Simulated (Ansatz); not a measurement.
**Pulling the pair apart**

The pair of HF (SMILES F, atoms 1–2) and SiH$_{4}$O (SMILES [SiH3]O, atoms 3–8), both closed shells, in one local arrangement (a lower one may exist), relaxed at PBE0-D4/def2-TZVP:

```
8
angstrom
F -0.6298 -0.1297 -2.7441
H -0.2152 -0.1936 -1.9042
Si -0.1241 0.2105 1.0578
O 0.5180 -0.2974 -0.3934
H 0.7123 1.2893 1.6417
H -1.4756 0.7060 0.7266
H -0.1901 -0.9226 2.0149
H 1.4045 -0.6625 -0.3993
```

SiH$_{4}$O is shifted rigidly along the line between the mean atom positions of the two fragments (negative: closer). Counterpoise interaction energies in kJ/mol. Program: Ansatz 0.2.0. Basis: def2-TZVPPD. Cores are frozen in the correlated methods. B3LYP uses VWN-RPA correlation.

| shift (Å) | r2SCAN-D4 | HF | B3LYP-D4 |
| --- | --- | --- | --- |
| -0.17 | -32.6 | -22.3 | -31.8 |
| -0.08 | -35.5 | -26.8 | -35.2 |
| 0.00 | -36.3 | -29.1 | -36.4 |
| 0.08 | -35.8 | -29.8 | -36.1 |
| 0.20 | -33.8 | -29.2 | -34.2 |
| 0.42 | -28.1 | -25.5 | -28.6 |
| 0.84 | -17.7 | -17.3 | -18.0 |
| 1.68 | -7.0 | -7.6 | -6.9 |

(1) What does CCSD(T) give at these shifts? (To be estimated.)

No T1 diagnostic of these runs exceeds 0.011.

Results:

(1) Computed: -26.4, -30.4, -32.1, -32.4, -31.2, -26.6, -17.4, -7.2 kJ/mol. For zero shift, CCSD(T) at an estimated basis limit (MP2 extrapolated from triple and quadruple zeta, plus CCSD(T) − MP2 in triple zeta) gives -34.6 kJ/mol. These are counterpoise interaction energies, counted from the two frozen fragments.

For scale, one of the runs: CCSD(T)/def2-TZVPPD, 213 basis functions, launched by `ansatz run in.yaml --threads 4 --pin off --events-out ev --progress --plain --max-ram 9574MiB`. Time: 44 s of wall clock on 4 CPU threads of an Intel Xeon Platinum 8259CL; the host was shared. Peak host memory: 3 GiB.
